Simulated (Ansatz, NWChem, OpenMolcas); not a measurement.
**How basis sets differ on PH3 (phosphine)**

PH3: 4 atoms, total charge 0, spin state singlet. SMILES: `P`. Geometry: relaxed at PBE0-D4/def2-TZVP.

```xyz
4

P     0.3460   -0.3265   -0.3328
H     0.6309   -0.0340    1.0270
H    -1.0055   -0.6630   -0.0572
H     0.0287    1.0235   -0.6369
```

Quantity: the energy change with the P1–H4 bond stretched from 1.420 to 2.130 Å, in eV. The values are calculated.

```
                                          level           kind     program  value (eV)  CPU time (all runs)
                       B3LYP/3-21G (restricted)  global hybrid      Ansatz        1.72                1.3 s
                       B3LYP/6-31G (restricted)  global hybrid      Ansatz        1.71                1.5 s
B3LYP/6-31G* (spherical functions) (restricted)  global hybrid      NWChem        1.95                7.8 s
B3LYP/6-31G* (Cartesian functions) (restricted)  global hybrid  OpenMolcas        1.95                9.8 s
                 B3LYP/aug-cc-pVTZ (restricted)  global hybrid  OpenMolcas        1.95                 78 s
```

The first shape isn't each level's own minimum. The values span 1.71 to 1.95 eV. Without the sets that lack polarisation functions the rows with a basis span only 1.95 to 1.95 eV. Times are those of the runs behind each value, whatever else they computed, on shared processors of several kinds: orders of magnitude only.
